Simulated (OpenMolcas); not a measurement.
# A workflow on PO (Phosphorus monoxide)

We compute the energy (ROHF/ANO-RCC-MB), then the vertical excitations (CASSCF(5,5)/ANO-RCC-VDZP), then the vertical excitations (CASPT2(5,5)/ANO-RCC-VDZP) of PO (Phosphorus monoxide). 

The calculation is run with OpenMolcas 26.06.

2 further runs of the same task are left out: 2 set aside as unsound or not needed.

### 1 Starting point

PO: 2 atoms, total charge 0, spin state doublet. SMILES: `O=[P]`. The coordinates come from a PBE0-D4/def2-TZVP relaxation.

Bond lengths: O1–P2 1.474 Å.

### 2 A single-point energy at ROHF/ANO-RCC-MB (DKH2) (run 1)

Contents of step1.input:

```
&GATEWAY
  Coord
  2
  bohr
  O      0.00000000     0.00000000    -0.01785791
  P      0.00000000     0.00000000     2.76757950
  Basis=ANO-RCC-MB
  Group=NoSym

&SEWARD

&SCF
  UHF
  Spin=2
  PrOrbitals=1 1

&RASSCF
  FileOrb=$Project.UnaOrb
  Spin=2
  Nactel=1 0 0
  Inactive=11
  Ras2=1
  OutOrbitals=Canonical
  OrbListing=Nothing
```

Command:

```bash
export MOLCAS_MEM=1860
pymolcas step1.input > step1.log
```

Log:

```text
--- Start Module: gateway ---
[...]
--- Stop Module: gateway /rc=_RC_ALL_IS_WELL_ ---
[...]
      Basis functions           14
[...]
--- Start Module: scf ---
[...]
       Convergence after  17 Iterations
[...]
::    Total SCF energy                               -416.2966641103
[...]
      Total spin, S                                     0.5009583181
[...]
--- Stop Module: scf /rc=_RC_ALL_IS_WELL_ ---
--- Start Module: rasscf ---
[...]
      Number of active orbitals                  1
[...]
      Spin quantum number                      0.5
[...]
      Active orbitals                            1
[...]
      Number of CSFs                             1
[...]
      Number of root(s) required                 1
[...]
      Convergence after  9 iterations
[...]
      printout of CI-coefficients larger than  0.05 for root  1
      energy=    -416.296304
      conf/sym  1     Coeff  Weight
             1  u   1.00000 1.00000
      Natural orbitals and occupation numbers for root  1
      sym 1:   1.000000
      ************************************************************************************************************************
      *                                                    Final results                                                     *
[...]
::    RASSCF root number  1 Total energy:   -416.29630416
[...]
      Total electronic charge=   23.000000
      Total            charge=   -0.000000
[...]
      Dipole Moment (debye):
      Origin of the operator (angstrom)=    0.0000    0.0000    0.9626
                   X= -6.5055E-14               Y= -5.5912E-13               Z=  2.0384E+00           Total=  2.0384E+00
      Quadrupole Moment (debye*angstrom):
[...]
--- Stop Module: rasscf /rc=_RC_ALL_IS_WELL_ ---
[...]
```

Wall time 2.7 s (1 thread of Arm Neoverse V2, shared host); peak memory 0.37 GiB.

### 3 The excited states at CASSCF(5,5)/ANO-RCC-VDZP (DKH2, RICD fitting, 3 states averaged) (run 2)

Contents of step2.input:

```
* OP CASSCF

&gateway
  coord
  2
  bohr
  O      0.00000000     0.00000000    -0.01785791
  P      0.00000000     0.00000000     2.76757950
  basis=ANO-RCC-MB
  group=NoSym

&seward

&rasscf
  fileorb=$CurrDir/step1.RasOrb
  spin=2
  nactel=5 0 0
  inactive=9
  ras2=5
  ciroot=3 3 1
  orblisting=Nothing
>>> COPY $Project.RunFile RUNFIL1
>>> COPY $Project.RasOrb INPORB

&gateway
  coord
  2
  bohr
  O      0.00000000     0.00000000    -0.01785791
  P      0.00000000     0.00000000     2.76757950
  basis=ANO-RCC-VDZP
  group=NoSym
  ricd

&seward
>>> COPY $Project.RunFile RUNFIL2

&expbas

&rasscf
  fileorb=$Project.ExpOrb
  spin=2
  nactel=5 0 0
  inactive=9
  ras2=5
  ciroot=3 3 1
  orblisting=Nothing
  orbappear=Compact
```

Command:

```bash
export MOLCAS_MEM=1860
pymolcas step2.input > step2.log
```

Log:

```text
--- Start Module: gateway ---
[...]
      Basis functions           14
[...]
      Number of active orbitals                  5
[...]
      Spin quantum number                      0.5
[...]
      Active orbitals                            5
[...]
      Number of CSFs                            75
[...]
      Number of root(s) required                 3
[...]
      Convergence after 12 iterations
[...]
      Natural orbitals and occupation numbers for root  1
      sym 1:   1.882829   1.969696   1.000000   0.117195   0.030280
      Natural orbitals and occupation numbers for root  2
      sym 1:   1.976452   1.968204   0.007044   1.016076   0.032223
      Natural orbitals and occupation numbers for root  3
      sym 1:   1.004047   1.981631   1.000000   0.995950   0.018372
      ************************************************************************************************************************
      *                                                    Final results                                                     *
[...]
::    RASSCF root number  1 Total energy:   -416.36984336
::    RASSCF root number  2 Total energy:   -416.32458905
::    RASSCF root number  3 Total energy:   -416.18308913
[...]
      Basis functions           32
[...]
      Convergence after 15 iterations
[...]
      Natural orbitals and occupation numbers for root  1
      sym 1:   1.922818   1.975609   1.000000   0.076958   0.024615
      Natural orbitals and occupation numbers for root  2
      sym 1:   1.984675   1.976643   0.005833   1.009137   0.023712
      Natural orbitals and occupation numbers for root  3
      sym 1:   1.008533   1.985810   1.000000   0.991464   0.014194
[...]
::    RASSCF root number  1 Total energy:   -416.52437980
::    RASSCF root number  2 Total energy:   -416.48395848
::    RASSCF root number  3 Total energy:   -416.33283626
[...]
```

Run time: 5.7 s. Hardware: 1 thread of Arm Neoverse V2, shared host; peak memory 0.37 GiB.

### 4 The excited states at CASPT2(5,5)/ANO-RCC-VDZP (DKH2, RICD fitting, ipea shift 0.25 Eh, pt2 variant MS, 3 states averaged) (run 3)

Contents of step3.inp:

```
&GATEWAY
  Coord
  2
  bohr
  O      0.00000000     0.00000000    -0.01785791
  P      0.00000000     0.00000000     2.76757950
  Basis=ANO-RCC-VDZP
  Group=NoSym
  RICD

&SEWARD

&RASSCF
  FileOrb=$CurrDir/step2.RasOrb
  Spin=2
  Nactel=5 0 0
  Inactive=9
  Ras2=5
  CIRoot=3 3 1
  OrbListing=Nothing
  OrbAppear=Compact

&CASPT2
  Multistate=all
  Imaginary=0.2

&RASSI
  NrOfJobIphs=1 all
  IphNames
  JOBMIX
  EJob
```

Command:

```bash
export MOLCAS_MEM=1860
pymolcas step3.inp > step3.log
```

Log:

```text
--- Start Module: gateway ---
[...]
      Basis functions           32
[...]
      Number of active orbitals                  5
[...]
      Spin quantum number                      0.5
[...]
      Active orbitals                            5
[...]
      Number of CSFs                            75
[...]
      Number of root(s) required                 3
[...]
      Convergence after  4 iterations
[...]
      printout of CI-coefficients larger than  0.05 for root  1
      energy=    -416.524380
      conf/sym  11111     Coeff  Weight
             1  22u00  -0.97369 0.94808
            33  20u02  -0.07111 0.00506
            36  uduud  -0.06539 0.00428
            38  02u20  -0.17291 0.02990
            66  uuudd  -0.06464 0.00418
[...]
      Natural orbitals and occupation numbers for root  1
      sym 1:   1.922818   1.975608   1.000000   0.076958   0.024615
      Natural orbitals and occupation numbers for root  2
      sym 1:   1.984674   1.976643   0.005834   1.009137   0.023712
      Natural orbitals and occupation numbers for root  3
      sym 1:   1.008533   1.985810   1.000000   0.991463   0.014194
      ************************************************************************************************************************
      *                                                    Final results                                                     *
[...]
::    RASSCF root number  1 Total energy:   -416.52438013
::    RASSCF root number  2 Total energy:   -416.48395841
[...]
      Total electronic charge=   23.000000
      Total            charge=   -0.000000
[...]
::    MS-CASPT2 Root  3     Total energy:   -416.56020995
[...]
::    RASSI State    1     Total energy:    -416.76010051577430
::    RASSI State    2     Total energy:    -416.75061600311892
::    RASSI State    3     Total energy:    -416.56020994895118
[...]
```

Wall time 3.3 s (1 thread of Arm Neoverse V2, shared host); peak memory 0.083 GiB.

### 5 What came out

| quantity | value |
| --- | --- |
| run 1, ROHF/ANO-RCC-MB: total energy | -416.29630 Eh |
| run 1, ROHF/ANO-RCC-MB: dipole moment | 2.04 D |
| run 2, CASSCF(5,5)/ANO-RCC-VDZP | no result (a known fault or a wrong state: its values are left out) |
| run 3, CASPT2(5,5)/ANO-RCC-VDZP | no result (a known fault or a wrong state: its values are left out) |

**Reading.** 2 of the 3 runs ended normally but are set aside, since settings or state are in doubt.
